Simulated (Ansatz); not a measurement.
Barrier H + F2 via F2H, on the benchmark's geometries as Psi4's copy gives them; open shells unrestricted, no zero-point energy, no spin–orbit coupling.
Transition structure (charge 0, multiplicity 2):
```json
[
 {"atom": "H", "x (Å)": "0.0000", "y (Å)": "0.0000", "z (Å)": "-2.2313"},
 {"atom": "F", "x (Å)": "0.0000", "y (Å)": "0.0000", "z (Å)": "-0.6162"},
 {"atom": "F", "x (Å)": "0.0000", "y (Å)": "0.0000", "z (Å)": "0.8641"}
]
```

Correlated levels freeze the cores.

The values were computed with Ansatz (Gaussian basis) for Hartree–Fock, density functionals and correlated methods. 

The barrier height is − E(H) − E(F2) + E(TS). Total energies (hartree):

```tsv
level	H	F2	TS
HF/aug-cc-pVTZ	-0.4998212	-198.7568614	-199.2717860
MP2/aug-cc-pVTZ	-0.4998212	-199.2908811	-199.7446424
HF/aug-cc-pVQZ	-0.4999483	-198.7710919	-199.2862538
MP2/aug-cc-pVQZ	-0.4999483	-199.3449004	-199.7983129
CCSD(T)/aug-cc-pVTZ	-0.4998212	-199.3133430	-199.8098110
```

Work out the barrier height at the basis-set limit: extrapolate the MP2 correlation part as X⁻³, take Hartree–Fock from the larger set, and add the CCSD(T) − MP2 difference of aug-cc-pVTZ.


1. Differences (1 hartree = 627.509 kcal/mol): HF/aug-cc-pVTZ -9.478; MP2/aug-cc-pVTZ 28.903; HF/aug-cc-pVQZ -9.547; MP2/aug-cc-pVQZ 29.202; CCSD(T)/aug-cc-pVTZ 2.104.
2. Correlation parts, MP2 less HF: 38.381 in aug-cc-pVTZ (X = 3), 38.748 in aug-cc-pVQZ (X = 4).
3. Limit (4³·(38.748) − 3³·(38.381))/(4³ − 3³) = 39.017; with HF/aug-cc-pVQZ it gives 29.470.
4. CCSD(T) less MP2 in aug-cc-pVTZ: -26.799.
Result: 2.67 kcal/mol, against 28.90 at MP2/aug-cc-pVTZ. It is an estimate of this method's limit, not of the exact value.

Doubts at one or more of the structures used: a spin-contaminated determinant (HF/aug-cc-pVTZ, MP2/aug-cc-pVTZ, HF/aug-cc-pVQZ, MP2/aug-cc-pVQZ, CCSD(T)/aug-cc-pVTZ); T1 above 0.05 (CCSD(T)/aug-cc-pVTZ).

Ansatz is a program for electronic structure.
